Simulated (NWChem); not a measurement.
All runs are NWChem calculations. System: C₃H₉N, charge 1, spin multiplicity 2, at the geometry of a parent with another charge or spin, in a state set for the comparison that need not be this species' ground state. Its SCF solution wasn't tested for a lower state. Level: UMP2/def2-TZVP, 4 core orbitals frozen.

Part of the output:

```
             Northwest Computational Chemistry Package (NWChem) 7.3.0
             --------------------------------------------------------

                                NWChem Input Module
                                -------------------

 Scaling coordinates for geometry "geometry" by  1.889725989
 (inverse scale =  0.529177249)

 Turning off AUTOSYM since
 SYMMETRY directive was detected!

                             Geometry "geometry" -> ""
                             -------------------------

 Output coordinates in angstroms (scale by  1.889725989 to convert to a.u.)

  No.       Tag          Charge          X              Y              Z
 ---- ---------------- ---------- -------------- -------------- --------------
    1 C                    6.0000    -0.21641000    -0.65865400     1.19716800
    2 N                    7.0000    -0.31698200     0.13286800     0.00000000
    3 C                    6.0000    -0.21641000    -0.65865400    -1.19716800
    4 C                    6.0000     0.58548500     1.25332800     0.00000000
    5 H                    1.0000     0.77634000    -1.15262600     1.32118900
    6 H                    1.0000    -0.98268300    -1.44982300     1.19575300
    7 H                    1.0000    -0.38679100    -0.02922100     2.08481800
    8 H                    1.0000     0.77634000    -1.15262600    -1.32118900
    9 H                    1.0000    -0.38679100    -0.02922100    -2.08481800
   10 H                    1.0000    -0.98268300    -1.44982300    -1.19575300
   11 H                    1.0000     1.66121100     0.95718200     0.00000000
   12 H                    1.0000     0.41397100     1.87998200    -0.88937900
   13 H                    1.0000     0.41397100     1.87998200     0.88937900

 Effective nuclear repulsion energy (a.u.)     138.7672264636

            Nuclear Dipole moment (a.u.)
            ----------------------------
        X                 Y               Z
 ---------------- ---------------- ----------------
     0.0000018897     0.0000037795    -0.0000000000

      Symmetry information
      --------------------

 Group name             Cs
 Group number              2
 Group order               2
 No. of unique centers     8

      Symmetry unique atoms

     1    2    4    5    6    7   11   12


 Summary of "ao basis" -> "" (spherical)
 ------------------------------------------------------------------------------
       Tag                 Description            Shells   Functions and Types
 ---------------- ------------------------------  ------  ---------------------
 *                         def2-tzvp                  on all atoms

 Summary of "ao basis" -> "ao basis" (spherical)
 ------------------------------------------------------------------------------
       Tag                 Description            Shells   Functions and Types
 ---------------- ------------------------------  ------  ---------------------
 C                         def2-tzvp                11       31   5s3p2d1f
 N                         def2-tzvp                11       31   5s3p2d1f
 H                         def2-tzvp                 4        6   3s1p

                                 NWChem SCF Module
                                 -----------------

  ao basis        = "ao basis"
  functions       =   178
  atoms           =    13
  alpha electrons =    17
  beta  electrons =    16
  charge          =   1.00
  wavefunction    = UHF
  use symmetry    = T
  symmetry adapt  = T

 Summary of "ao basis" -> "ao basis" (spherical)
 ------------------------------------------------------------------------------
       Tag                 Description            Shells   Functions and Types
 ---------------- ------------------------------  ------  ---------------------
 C                         def2-tzvp                11       31   5s3p2d1f
 N                         def2-tzvp                11       31   5s3p2d1f
 H                         def2-tzvp                 4        6   3s1p

      Symmetry analysis of basis
      --------------------------

        a'        102
        a"         76

 Forming initial guess at       0.1s

   Symmetry analysis of molecular orbitals - initial alpha
[...]
    4 C    6     3.10   0.43  0.56  0.24  0.34  0.05  0.61  0.66  0.16  0.01  0.03  0.00
    5 H    1     0.43   0.13  0.25  0.04  0.01
    6 H    1     0.41   0.13  0.24  0.03  0.01
    7 H    1     0.41   0.13  0.24  0.03  0.01
    8 H    1     0.43   0.13  0.25  0.04  0.01
    9 H    1     0.41   0.13  0.24  0.03  0.01
   10 H    1     0.41   0.13  0.24  0.03  0.01
   11 H    1     0.43   0.13  0.25  0.04  0.01
   12 H    1     0.41   0.13  0.24  0.03  0.01
   13 H    1     0.41   0.13  0.24  0.03  0.01

   Mulliken analysis of the beta density
   -------------------------------------

    Atom       Charge   Shell Charges
 -----------   ------   -------------------------------------------------------
    1 C    6     3.19   0.43  0.56  0.24  0.35  0.05  0.63  0.71  0.17  0.01  0.02  0.00
    2 N    7     2.96   0.41  0.58  0.24  0.43  0.01  0.52  0.62  0.10  0.01  0.04  0.00
    3 C    6     3.19   0.43  0.56  0.24  0.35  0.05  0.63  0.71  0.17  0.01  0.02  0.00
    4 C    6     3.19   0.43  0.56  0.24  0.35  0.05  0.63  0.71  0.17  0.01  0.02  0.00
    5 H    1     0.36   0.12  0.21  0.02  0.01
    6 H    1     0.40   0.13  0.23  0.03  0.01
    7 H    1     0.40   0.13  0.23  0.03  0.01
    8 H    1     0.36   0.12  0.21  0.02  0.01
    9 H    1     0.40   0.13  0.23  0.03  0.01
   10 H    1     0.40   0.13  0.23  0.03  0.01
   11 H    1     0.36   0.12  0.21  0.02  0.01
   12 H    1     0.40   0.13  0.23  0.03  0.01
   13 H    1     0.40   0.13  0.23  0.03  0.01

   Mulliken analysis of the spin density
   -------------------------------------

    Atom       Charge   Shell Charges
 -----------   ------   -------------------------------------------------------
    1 C    6    -0.09  -0.00  0.00 -0.00 -0.01 -0.00 -0.03 -0.05 -0.01  0.00  0.01  0.00
    2 N    7     0.98   0.00 -0.00  0.05  0.06 -0.01  0.41  0.42  0.06 -0.00 -0.00 -0.00
    3 C    6    -0.09  -0.00  0.00 -0.00 -0.01 -0.00 -0.03 -0.05 -0.01  0.00  0.01  0.00
    4 C    6    -0.09  -0.00  0.00 -0.00 -0.01 -0.00 -0.03 -0.05 -0.01  0.00  0.01  0.00
    5 H    1     0.07   0.02  0.04  0.01 -0.00
    6 H    1     0.01   0.00  0.01  0.00 -0.00
    7 H    1     0.01   0.00  0.01  0.00 -0.00
    8 H    1     0.07   0.02  0.04  0.01 -0.00
    9 H    1     0.01   0.00  0.01  0.00 -0.00
   10 H    1     0.01   0.00  0.01  0.00 -0.00
   11 H    1     0.07   0.02  0.04  0.01 -0.00
   12 H    1     0.01   0.00  0.01  0.00 -0.00
   13 H    1     0.01   0.00  0.01  0.00 -0.00

       Multipole analysis of the density wrt the origin
       ------------------------------------------------

     L   x y z        total         alpha         beta         nuclear
     -   - - -        -----         -----         ----         -------
     0   0 0 0      1.000000    -17.000000    -16.000000     34.000000

     1   1 0 0      0.156813      0.332225     -0.175414      0.000002
     1   0 1 0     -0.065778     -0.139256      0.073475      0.000004
     1   0 0 1     -0.000000     -0.000000     -0.000000     -0.000000

     2   2 0 0    -16.442176    -27.201569    -24.452795     35.212189
     2   1 1 0      1.281030    -16.985700    -17.613391     35.880121
     2   1 0 1     -0.000000     -0.000000     -0.000000      0.000000
     2   0 2 0    -13.925148    -60.575587    -59.060569    105.711008
     2   0 1 1     -0.000000     -0.000000     -0.000000      0.000000
     2   0 0 2    -13.386035    -67.713331    -66.461055    120.788351

                   NWChem MP2 Semi-direct Energy/Gradient Module
                   ---------------------------------------------

  Basis functions       =    178
  Molecular orbitals    =    178
  Frozen core           =      4
  Frozen virtuals       =      0
  Active alpha occupied =     13
  Active beta occupied  =     12
  Active alpha virtual  =    161
  Active beta virtual   =    162
  Use MO symmetry       = T
  Use skeleton AO sym   = T

  AO/Fock/Back tols     =   1.0D-09  1.0D-09  1.0D-09

 GA uses MA = F    GA memory limited = T

 Available:
  local mem=  1.26D+08
 global mem=  1.44D+08
 local disk=  0.00D+00
  mp2_memr nvloc                   161
  nvloc new                   161
   1 passes of  13:        6291456                     169243                 112333576.
   1 passes of  13: M    126043130           G      144115832           F     119751674.

 Semi-direct pass number   1 of   1  for UHF alpha       at       37.4s
  vrange nnbf                 15778
  mp2_eaftype                   428  avail_ma_in_mb                  1098
 EAF : mp2_eaftype filesize         428   56166788.
  mp2_eaf for mointskh                    428
Node 0 wrote    264.2 Mb in      0.3 s     Agg I/O rate:   783.5 Mb/s
 Done moints_semi at       54.4s
  mp2_eaftype                   428  avail_ma_in_mb                   670
 EAF : mp2_eaftype filesize         428   56166788.
  mp2_eaf for kh                   428
 Done maket at       55.0s
 Done multipass loop at       55.0s

 GA uses MA = F    GA memory limited = T

 Available:
  local mem=  1.26D+08
 global mem=  1.44D+08
 local disk=  0.00D+00
  mp2_memr nvloc                   162
  nvloc new                   162
   1 passes of  12:        6291456                     161796                 104340441.
   1 passes of  12: M    126043130           G      144115832           F     119751674.

 Semi-direct pass number   1 of   1  for UHF beta        at       55.0s
  vrange nnbf                 15778
  mp2_eaftype                   398  avail_ma_in_mb                  1098
 EAF : mp2_eaftype filesize         398   52170220.
  mp2_eaf for mointskh                    398
Node 0 wrote    245.4 Mb in      0.2 s     Agg I/O rate:  1205.9 Mb/s
 Done moints_semi at       71.3s
  mp2_eaftype                   398  avail_ma_in_mb                   700
 EAF : mp2_eaftype filesize         398   52170220.
  mp2_eaf for kh                   398
 Done maket at       71.9s
 Done multipass loop at       71.9s

          -------------------------------------------
          SCF energy                -173.072794645970
          Correlation energy          -0.675529820068
          Singlet pairs                0.000000000000
          Triplet pairs                0.000000000000
          Total MP2 energy          -173.748324466038
          -------------------------------------------

          ---------------------------------------------------
                    Spin Component Scaled (SCS) MP2
          Same spin pairs                     -0.150440876273
          Same spin scaling factor             0.333333333333
          Opposite spin pairs                 -0.525088943795
          Opposite spin scaling fact.          1.200000000000
          SCS-MP2 correlation energy          -0.680253691312
          Total SCS-MP2 energy              -173.753048337282
          ---------------------------------------------------

 -----------------------
 Performance information
 -----------------------

 Timer overhead =  1.27D-07 seconds/call

               Nr. of calls         CPU time (s)                 Wall time (s)                GFlops
             ---------------    -------------------     ------------------------------   -------------------
Name         Min   Avg   Max    Min     Avg     Max     Min     Avg     Max   Mx/calls   Min     Max     Sum
mp2: moin     2     2     2    33.     33.     33.      33.     33.     33.     17.      0.0     0.0     0.0
mp2: make     2     2     2    1.2     1.2     1.2      1.2     1.2     1.2    0.59      0.0     0.0     0.0
mp2: tota     1     1     1    35.     35.     35.      35.     35.     35.     35.      0.0     0.0     0.0

 The average no. of pstat calls per process was 5.00D+00
 with a timing overhead of 6.37D-07s

 Task  times  cpu:       71.9s     wall:       71.9s

 Total times  cpu:       71.9s     wall:       71.9s
```

Q: Write an NWChem input that would produce this output.

A: This is not unique; one that fits is 
```
start mol
memory heap 200 mb stack 900 mb global 1100 mb
charge 1
geometry units angstroms nocenter noautoz
  C     -0.216410    -0.658654     1.197168
  N     -0.316982     0.132868     0.000000
  C     -0.216410    -0.658654    -1.197168
  C      0.585485     1.253328     0.000000
  H      0.776340    -1.152626     1.321189
  H     -0.982683    -1.449823     1.195753
  H     -0.386791    -0.029221     2.084818
  H      0.776340    -1.152626    -1.321189
  H     -0.386791    -0.029221    -2.084818
  H     -0.982683    -1.449823    -1.195753
  H      1.661211     0.957182     0.000000
  H      0.413971     1.879982    -0.889379
  H      0.413971     1.879982     0.889379
  symmetry group Cs
end
basis spherical
  * library def2-tzvp
end
scf
  uhf
  nopen 1
  maxiter 100
  thresh 1e-7
  semidirect memsize 60000000 filesize 0
  # guess.movecs holds the orbitals of an unrestricted PBE0 run
  vectors input guess.movecs output mol.movecs
end
mp2
  freeze core 4
end
task mp2 energy
```
